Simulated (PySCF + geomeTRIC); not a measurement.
A geometry relaxed with TPSS-D3(BJ)/def2-SVP run with PySCF + geomeTRIC, charge 0, multiplicity 1:

```xyz
9

H     -1.8420    -1.0656    -0.3840
C      1.1484     0.1481     0.1941
H     -1.4501     0.3040     0.7178
C     -1.1320    -0.2437    -0.1973
H      2.1066    -0.3872     0.2932
H      0.9570     0.7172     1.1311
H      1.2317     0.8809    -0.6394
O      0.1486    -0.8166    -0.0502
H     -1.1738     0.4674    -1.0524
```

### Question
Write the SMILES of this molecule.

### Answer
`COC`
